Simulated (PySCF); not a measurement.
C4H9P.
SMILES with atom numbers: `[CH2:1]=[CH:2][P:3]([CH3:4])[CH3:5]` (hydrogens: H6, H7 on C1; H8 on C2; H9, H10, H11 on C4; H12, H13, H14 on C5)

The same species was optimised twice, with GFN2-xTB and with PBE0-D3(BJ)/def2-SVP (PySCF), and the same property calculations (PySCF, gas phase) were run on both structures.

| coordinate | GFN2-xTB | PBE0-D3(BJ)/def2-SVP | change |
| --- | --- | --- | --- |
| C1–H7 (Å) | 1.077 | 1.094 | +0.017 |
| C1–H6 (Å) | 1.079 | 1.094 | +0.015 |
| C1=C2 (Å) | 1.323 | 1.337 | +0.014 |
| C2–H8 (Å) | 1.085 | 1.099 | +0.014 |
| C4–H11 (Å) | 1.089 | 1.102 | +0.013 |
| C5–H14 (Å) | 1.088 | 1.101 | +0.013 |
| C4–H9 (Å) | 1.088 | 1.100 | +0.012 |
| C5–H13 (Å) | 1.088 | 1.101 | +0.013 |
| C5–H12 (Å) | 1.089 | 1.101 | +0.012 |
| C4–H10 (Å) | 1.089 | 1.100 | +0.011 |
| P3–C4 (Å) | 1.852 | 1.844 | -0.008 |
| P3–C5 (Å) | 1.857 | 1.853 | -0.004 |
| C2–P3 (Å) | 1.820 | 1.819 | -0.001 |
| C2–P3–C5 (°) | 96.6 | 99.3 | +2.7 |
| C4–P3–C5 (°) | 98.1 | 100.3 | +2.2 |
| C1–C2–H8 (°) | 120.0 | 118.5 | -1.5 |
| P3–C4–H11 (°) | 111.1 | 112.6 | +1.5 |
| P3–C5–H12 (°) | 111.3 | 112.6 | +1.3 |
| C2–P3–C4 (°) | 100.5 | 101.7 | +1.2 |
| C1–C2–P3 (°) | 126.6 | 127.7 | +1.1 |
| H13–C5–H14 (°) | 108.5 | 107.6 | -0.9 |
| C1–C2–P3–C4 (°) | 32 | 19 | -13 |

Rotational constants: A = 5500, B = 3102, C = 2404 MHz (GFN2-xTB) against A = 5421, B = 3070, C = 2372 MHz (PBE0-D3(BJ)/def2-SVP). Point groups within 0.08 Å: C1 and C1.

On the GFN2-xTB structure: HOMO (eV) -6.40 [PBE0/pcSseg-1]; LUMO (eV) -0.02 [PBE0/pcSseg-1]; dipole (D) 1.22 [PBE0/pcSseg-1]; GIAO shielding of C1 (ppm) 61.8 [PBE0/pcSseg-1]; GIAO shielding of C2 (ppm) 31.4 [PBE0/pcSseg-1]; GIAO shielding of P3 (ppm) 381.7 [PBE0/pcSseg-1]; GIAO shielding of C4/C5 (mean) (ppm) 170.1 [PBE0/pcSseg-1].

Question: What do these properties become on the PBE0-D3(BJ)/def2-SVP structure?

Answer: 
```
                                    property          level  on GFN2-xTB  on PBE0-D3(BJ)/def2-SVP  change
                                   HOMO (eV)  PBE0/pcSseg-1        -6.40                    -6.32   +0.08
                                   LUMO (eV)  PBE0/pcSseg-1        -0.02                    -0.09   -0.07
                                  dipole (D)  PBE0/pcSseg-1         1.22                     1.23   +0.01
energy, GFN2-xTB geometry as zero (kcal/mol)  PBE0/pcSseg-1          0.0                     -0.8    -0.8
                  GIAO shielding of C1 (ppm)  PBE0/pcSseg-1         61.8                     58.6    -3.2
                  GIAO shielding of C2 (ppm)  PBE0/pcSseg-1         31.4                     31.4     0.0
                  GIAO shielding of P3 (ppm)  PBE0/pcSseg-1        381.7                    376.2    -5.5
        GIAO shielding of C4/C5 (mean) (ppm)  PBE0/pcSseg-1        170.1                    170.3    +0.2
```

The heavy atoms differ by 0.049 Å rms after alignment. Among all bonds C1–H7 changes most (+0.017 Å). Changes are differences of the printed values. Neither structure is proved a minimum here.

Shape of the structure used: `[CH2:1]=[CH:2][P:3]([CH3:4])[CH3:5]`: C1–C2–P3–C4 19°.
